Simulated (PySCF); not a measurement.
These 2 structures share the formula C3H4F2O. Method: PySCF, PBE0-D3(BJ)/def2-SVP geometry optimisation, gas phase. Energies are electronic, without zero-point or thermal terms, for one conformer each. No frequencies were run at this level. Point groups hold within 0.08 Å.

Question: Order them by energy at this level, lowest first, and give relative energies in kcal/mol.
A. `[F:1][CH:2]([F:3])[C@@H:4]1[CH2:5][O:6]1` with F1–C2–C4–C5 -90°
B. `[F:1][CH2:2][C@@H:3]1[O:4][C@@H:5]1[F:6]` with F1–C2–C3–O4 174°

Answer: A (0.0), B (2.2).

As drawn, the lower has two fluorines on one carbon, which the higher lacks. Neighbours under 2.5 kcal/mol apart (FC(F)[C@@H]1CO1 and FC[C@@H]1O[C@@H]1F) can change places with a better method, another conformer or zero-point energy.

| SMILES | E (Eh) | E rel (kcal/mol) | dipole (D) | point group | A, B, C (MHz) |
| --- | --- | --- | --- | --- | --- |
| FC(F)[C@@H]1CO1 | -390.88996 | 0.0 | 2.13 | C1 | 7068, 2700, 2115 |
| FC[C@@H]1O[C@@H]1F | -390.88647 | 2.2 | 1.12 | C1 | 6823, 2487, 2078 |

Question: How do the relative energies change in single points at B3LYP/pcSseg-2 (no added dispersion term) on the same geometries?

Answer: 
| SMILES | PBE0-D3(BJ)/def2-SVP (kcal/mol) | B3LYP/pcSseg-2 (kcal/mol) | shift |
| --- | --- | --- | --- |
| FC(F)[C@@H]1CO1 | 0.0 | 0.0 | 0.0 |
| FC[C@@H]1O[C@@H]1F | 2.2 | 2.1 | -0.1 |

Each column counts from its own lowest isomer. The order is unchanged; the largest shift is 0.1 kcal/mol.
